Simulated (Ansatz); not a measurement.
**CHFO (formyl fluoride): levels of theory compared**

Aim: a comparison of 6 runs (CAM-B3LYP/STO-3G, UPBE/STO-3G, BCCD(T)/STO-3G, CCSDT(Q)/STO-3G, CCSDTQ/STO-3G, CCSD(T)/STO-3G) of CHFO (formyl fluoride). 

The calculation is run with Ansatz 0.2.0.

73 further runs of the same task are left out: 73 set aside as unsound or not needed.

## 1. The structure to begin with

The species is CHFO (4 atoms), meant as a singlet with charge 0. SMILES: `O=CF`. The H4–C2 distance was set to 2.745 Å, away from the relaxed value. At this shape a bond of the SMILES string is far longer than usual.

Bond lengths: O1–C2 1.171 Å, C2–F3 1.341 Å. Angles: O1–C2–F3 122.3°.

## 2. A single-point energy at CAM-B3LYP/STO-3G (run 1)

input.yaml

```yaml
crystal:
  periodic: [false, false, false]
  atoms:
    - {symbol: O, position_ang: [-1.496876, -0.926255, 1.871734]}
    - {symbol: C, position_ang: [-0.656936, -1.048935, 1.064684]}
    - {symbol: F, position_ang: [-0.022826, -2.213135, 0.860404]}
    - {symbol: H, position_ang: [0.355050, 0.821510, -0.671560]}
basis:
  gaussian: {orbitals: STO-3G}
total_charge: 0
hamiltonian: {xc: {name: CAM-B3LYP}}
accuracy: high
```

The run is started by

```
$ ansatz run input.yaml --threads 1 --pin off --max-ram 2610MiB --events-out events.jsonl --progress --plain --runs-dir runs
```

What it wrote:

```text
Warning: RAYON_NUM_THREADS=1 ignored (pool sized by the plan → 1); use --threads N
Functional definition: CAM-B3LYP
  name "CAM-B3LYP"
  parameter alpha = 0.19
  parameter beta = 0.46
  parameter omega = 0.33/bohr
  parameter ac = 0.81
  exchange = (1 - alpha - beta)*b88_x + beta*b88_x_sr(omega) + alpha*exact_x + beta*exact_x_lr(omega)
  correlation = (1 - ac)*vwn5_c + ac*lyp_c
273 factors; integrals over basis functions are off by at most 3.4e-8 eV
136 factors; integrals over basis functions are off by at most 5.2e-10 eV
mean field evaluation 1: about -5717.3468 eV, gradient 3.4e1 eV
mean field evaluation 2: about -5711.5046 eV, gradient 4.6e1 eV
mean field evaluation 4: about -5724.5913 eV, gradient 1.3e1 eV
mean field evaluation 8: about -5725.8412 eV, gradient 3.0e-1 eV
mean field evaluation 16: about -5725.8417 eV, gradient 4.5e-5 eV
mean field -5725.84168876 eV, -210.4208009472 hartree, gradient 4.7e-8 eV, S^2 0.000000; 0 other end points of the search recorded, 0 dependent functions left out
reference -5725.84169876 eV, -210.4208013145 hartree; 12, 12 occupied and 4, 4 virtual orbitals, 273 factors
Total energy: -5725.84169876 eV, -210.4208013145 hartree
```

Wall time 0.93 s (1 thread of Arm Neoverse V1, shared host).

## 3. The energy at UPBE/STO-3G (run 2)

run.yaml

```yaml
crystal:
  periodic: [false, false, false]
  atoms:
    - {symbol: O, position_ang: [-1.496876, -0.926255, 1.871734]}
    - {symbol: C, position_ang: [-0.656936, -1.048935, 1.064684]}
    - {symbol: F, position_ang: [-0.022826, -2.213135, 0.860404]}
    - {symbol: H, position_ang: [0.355050, 0.821510, -0.671560]}
basis:
  gaussian: {orbitals: STO-3G}
magnetization: {spin_polarized: true, initial_magnetization: 0}
hamiltonian: {xc: {name: PBE}}
accuracy: high
```

The run is started by

```
$ ansatz run run.yaml --threads 1 --pin off --max-ram 2610MiB --events-out events.jsonl --progress --plain --runs-dir runs
```

What it wrote:

```text
Warning: RAYON_NUM_THREADS=1 ignored (pool sized by the plan → 1); use --threads N
Functional definition: PBE
  name "PBE"
  parameter kappa = 0.804
  parameter beta = 0.06672455060314922
  exchange = pbe_x(kappa = kappa, mu = beta*pi^2/3)
  correlation = pbe_c(beta = beta)
273 factors; integrals over basis functions are off by at most 3.4e-8 eV
mean field evaluation 1: about -5714.6282 eV, gradient 1.9e1 eV
mean field evaluation 2: about -5700.0111 eV, gradient 5.0e1 eV
mean field evaluation 4: about -5713.7542 eV, gradient 1.0e1 eV
mean field evaluation 8: about -5724.0671 eV, gradient 1.7e-1 eV
mean field evaluation 16: about -5724.2456 eV, gradient 1.1e0 eV
mean field evaluation 32: about -5724.9050 eV, gradient 1.5e-1 eV
mean field -5724.90517089 eV, -210.3863845501 hartree, gradient 3.7e-8 eV, S^2 0.937340; 3 other end points of the search recorded, 0 dependent functions left out
reference -5724.90517225 eV, -210.3863846001 hartree; 12, 12 occupied and 4, 4 virtual orbitals, 273 factors
Total energy: -5724.90517225 eV, -210.3863846001 hartree
```

It took 2.9 s on 1 thread of Arm Neoverse V1, shared host; peak memory 0.11 GiB.

Runs 3 to 5 aren't shown in full; the table further down has their settings and results.

## 4. The energy at CCSD(T)/STO-3G (run 6)

molecule.yaml

```yaml
crystal:
  periodic: [false, false, false]
  atoms:
    - {symbol: O, position_ang: [-1.496876, -0.926255, 1.871734]}
    - {symbol: C, position_ang: [-0.656936, -1.048935, 1.064684]}
    - {symbol: F, position_ang: [-0.022826, -2.213135, 0.860404]}
    - {symbol: H, position_ang: [0.355050, 0.821510, -0.671560]}
basis:
  gaussian:
    orbitals: STO-3G
magnetization:
  spin_polarized: false
correlation:
  method: ccsd_t
  frozen_orbitals: {C: 1, F: 1, H: 0, O: 1}
accuracy: high
scf:
  omitted_lower_state_checks: [cluster_reference, increment]
```

The run is started by

```
$ ansatz run molecule.yaml --threads 1 --pin off --max-ram 2610MiB --events-out events.jsonl --progress --plain --runs-dir runs
```

What it wrote:

```text
Warning: RAYON_NUM_THREADS=1 ignored (pool sized by the plan → 1); use --threads N
Functional definition: HF
  name "HF"
  exchange = exact_x
  correlation = 0
these checks for a lower state are left out or cut short: cluster_reference, increment
273 factors; integrals over basis functions are off by at most 3.4e-8 eV
mean field evaluation 1: about -5692.9651 eV, gradient 3.9e1 eV
mean field evaluation 2: about -5693.0239 eV, gradient 3.9e1 eV
mean field evaluation 4: about -5700.3320 eV, gradient 5.0e0 eV
mean field evaluation 8: about -5700.5458 eV, gradient 2.7e-1 eV
mean field evaluation 16: about -5697.6068 eV, gradient 1.1e0 eV
mean field -5700.54663698 eV, -209.4912249399 hartree, gradient 2.5e-8 eV, S^2 0.000000; 1 other end points of the search recorded, 0 dependent functions left out; unrestricted orbitals would lower it
3 core orbitals not correlated: weight in the atoms' cores, before any rotation towards them, 1.000 or more for the frozen orbitals, at most 0.000 for the correlated occupied ones
reference -5700.54663698 eV, -209.4912249399 hartree; 9, 9 occupied and 4, 4 virtual orbitals, 273 factors
second order -7.04374234 eV of doubles, -0.00000000 eV of singles
cycle   1  -5.61618322 eV  change    -1.7e0 eV  update   1.6e-1
cycle   2  -6.58636430 eV  change   -9.7e-1 eV  update   1.2e-1
cycle   3  -7.21413815 eV  change   -6.3e-1 eV  update   8.7e-2
cycle   4  -7.63565541 eV  change   -4.2e-1 eV  update   6.3e-2
cycle   5  -8.60805984 eV  change   -9.7e-1 eV  update   4.6e-2
cycle   6  -8.44972453 eV  change    1.6e-1 eV  update   7.1e-3
cycle   7  -8.59526948 eV  change   -1.5e-1 eV  update   5.7e-3
cycle   8  -8.56582966 eV  change    2.9e-2 eV  update   3.0e-3
cycle   9  -8.53870422 eV  change    2.7e-2 eV  update   1.1e-3
cycle  10  -8.55570816 eV  change   -1.7e-2 eV  update   8.3e-4
cycle  11  -8.55474611 eV  change    9.6e-4 eV  update   2.1e-4
cycle  12  -8.55378425 eV  change    9.6e-4 eV  update   1.0e-4
cycle  13  -8.55354234 eV  change    2.4e-4 eV  update   4.1e-5
cycle  14  -8.55361034 eV  change   -6.8e-5 eV  update   1.7e-5
cycle  15  -8.55359830 eV  change    1.2e-5 eV  update   6.1e-6
cycle  16  -8.55359692 eV  change    1.4e-6 eV  update   2.6e-6
cycle  17  -8.55359622 eV  change    6.9e-7 eV  update   1.2e-6
cycle  18  -8.55359622 eV  change    5.8e-9 eV  update   5.4e-7
cycle  19  -8.55359395 eV  change    2.3e-6 eV  update   3.1e-7
cycle  20  -8.55359615 eV  change   -2.2e-6 eV  update   1.8e-7
cycle  21  -8.55359775 eV  change   -1.6e-6 eV  update   1.0e-7
cycle  22  -8.55359617 eV  change    1.6e-6 eV  update   2.4e-7
cycle  23  -8.55359440 eV  change    1.8e-6 eV  update   1.5e-7
cycle  24  -8.55359374 eV  change    6.5e-7 eV  update   4.6e-8
cycle  25  -8.55359362 eV  change    1.2e-7 eV  update   1.1e-8
cycle  26  -8.55359362 eV  change    2.8e-9 eV  update   3.9e-9
cycle  27  -8.55359361 eV  change    6.2e-9 eV  update   2.1e-9
cycle  28  -8.55359362 eV  change   -1.1e-8 eV  update   1.5e-9
cycle  29  -8.55359362 eV  change    6.4e-9 eV  update  9.0e-10
cycle  30  -8.55359362 eV  change   -2.2e-9 eV  update  4.7e-10
cycle  31  -8.55359362 eV  change   4.2e-10 eV  update  2.1e-10
perturbative correction -1.02227394 eV, -0.0375678742 hartree
WARN: these amplitudes may be one of several solutions (largest doubles amplitude 0.70, level shift 11.83 eV)
Total energy: -5710.12250454 eV, -209.8431315817 hartree
Checks for a lower state left out: cluster_reference, increment
```

Wall time 0.18 s (1 thread of Arm Neoverse V1, shared host).

## 5. Overview of the runs

| run | level | frozen core orbitals | energy (Eh) | wall time |
| --- | --- | --- | --- | --- |
| 1 | CAM-B3LYP/STO-3G | – | -210.420801 | 0.93 s |
| 2 | UPBE/STO-3G | – | -210.386385 | 2.9 s |
| 3 | BCCD(T)/STO-3G | 3 | -209.843224 | 0.2 s |
| 4 | CCSDT(Q)/STO-3G | 3 | -209.836852 | 0.47 s |
| 5 | CCSDTQ/STO-3G | 3 | -209.836321 | 8.7 s |
| 6 | CCSD(T)/STO-3G | 3 | -209.843132 | 0.18 s |

## 6. Outcome

| quantity | value |
| --- | --- |
| run 6: total energy | -209.84313 Eh |
| run 6: correlation energy (3 core orbitals frozen) | -351.9 mEh |
| run 6: (T) correction | -37.57 mEh |
| run 6: T1 diagnostic | 0.015 |

**Reading.** Totals of different functionals can't be ranked against each other. In runs 3, 4, 5, 6 the log says that unrestricted orbitals would lower the reference, so the values rest on an unstable closed-shell determinant (other closed-shell runs at this shape may share the fault). In runs 1, 2, 3, 4, 5, 6 the basis is minimal, so the values are rough. In runs 1, 6 a closed-shell determinant meets a far-stretched bond, which it describes badly. Spin contamination of the reference: run 2 ⟨S²⟩ = 0.94. Where it is this large, the reference is a mixture of spin states, and values that rest on it are in doubt. All runs together took 13 s, the longest 8.7 s.
